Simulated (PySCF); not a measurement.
Process, species as SMILES: CS (CH3-SH) → [CH2-]S + H+
B3LYP-D3(BJ)/def2-TZVP geometries, fixed; electronic energies without zero-point terms.

Effect of the atomic grid (radial, angular points) at B3LYP/def2-TZVP with PySCF, against the last row, where the deprotonation energy is 406.19 kcal/mol. The proton leaves the site shown, which need not be the most acidic. Cost is core time over that of atom_grid: 30, 110, unpruned, rough, on shared machines of one kind.

```tsv
setting	grid points, largest species	largest shift of a total energy (mEh)	shift of the deprotonation energy (kcal/mol)	cost
atom_grid: 30, 110, unpruned	19800	-0.527	-0.076	1×
atom_grid: 50, 194, unpruned	58200	-0.009	-0.011	2×
atom_grid: 75, 302, unpruned	135904	-0.001	0.001	3×
atom_grid: 99, 590, unpruned	350464	0.000	0.000	6×
atom_grid: 150, 974, unpruned	876600	0.000	0.000	10×
```

Within 0.05 kcal/mol in the deprotonation energy: atom_grid: 50, 194, unpruned; atom_grid: 75, 302, unpruned; atom_grid: 99, 590, unpruned. The largest shift is 0.527 mEh in a total energy and 0.076 kcal/mol in the difference.
